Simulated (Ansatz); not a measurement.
fcc Ag was calculated with r²SCANh (PAW; Ansatz, a quantum-chemistry and plane-wave program).

Run with plane-wave cutoff 520 eV, 14×14×14 k mesh, Fermi–Dirac smearing 0.05 eV, no spin polarisation, scalar-relativistic PAW data made under PBE.

The volume scan:

| V (Å³/atom) | E − E_lowest (meV/atom) | P (GPa) |
|---|---|---|
| 16.384 | 17.93 | 6.50 |
| 16.735 | 6.71 | 3.79 |
| 17.246 | 0.00 | 0.53 |
| 17.677 | 1.76 | -1.79 |
| 18.108 | 9.35 | -3.80 |

Task: Estimate the bulk modulus and its pressure derivative from these points.

Result: V0 = 17.337 Å³/atom, B0 = 97.7 GPa, B′ = 5.5 (fit to the energies at full precision).

Measured, for comparison: bulk modulus 110 GPa (corrected for temperature and zero-point phonon effects, our sources range from 104 to 111; as tabulated in Levämäki et al. (2014), arXiv:1402.3671); equilibrium volume per atom 16.76 Å³/atom (static lattice: zero-point anharmonic expansion removed; as tabulated in Mejia-Rodriguez and Trickey (2018), arXiv:1807.09216). Computed (rounded) less measured: bulk modulus -11 % (-6 % to -12 % over the range), equilibrium volume per atom +3.5 %.

Computed values are for the static lattice.

It cost roughly 26 core-minutes of CPU time.
